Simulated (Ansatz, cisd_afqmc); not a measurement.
Species: Si2, charge 0, triplet. Si2 (SMILES [Si]=[Si], triplet).
B3LYP-D3(BJ)/def2-TZVP minimum from Ansatz (an electronic-structure program):
```
Si
Si 1 2.2679
```
Charge 0, spin multiplicity 3.

Total energies in cc-pV(D+d)Z, 8 correlated electrons, 10 frozen orbitals. Radicals and triplets start from unrestricted determinants; spin-orbit coupling is neglected. Cores are frozen in correlated methods. No relativity. The Monte Carlo rows (phaseless AFQMC, CISD trial, step 0.005/hartree) carry one-sigma bars that omit the constraint's bias. Outlying blocks are dropped, and bars are widened where a walk drifts. Over all cases where full CI ran beside it in this data, AFQMC minus full CI had a median of +0.1 mEh and passed +0.4 mEh in a tenth of the cases.

| method | program | energy (Eh) | minus CCSDTQ (mEh) |
|---|---|---|---|
| HF | Ansatz | -577.76241 | 171.95 |
| MP2 | Ansatz | -577.89097 | 43.39 |
| CCSD | Ansatz | -577.92437 | 10.00 |
| CCSD(T) | Ansatz | -577.93194 | 2.42 |
| CCSDT(Q) | Ansatz | -577.93429 | 0.07 |
| CCSDTQ | Ansatz | -577.93436 | 0.00 |
| AFQMC/CISD | cisd_afqmc | -577.9328 ± 0.0002 | 1.5 ± 0.2 |

Rough core times of Ansatz's runs on a shared machine: CCSD(T) 40 s, CCSDT(Q) 60 s, CCSDTQ 10 min.
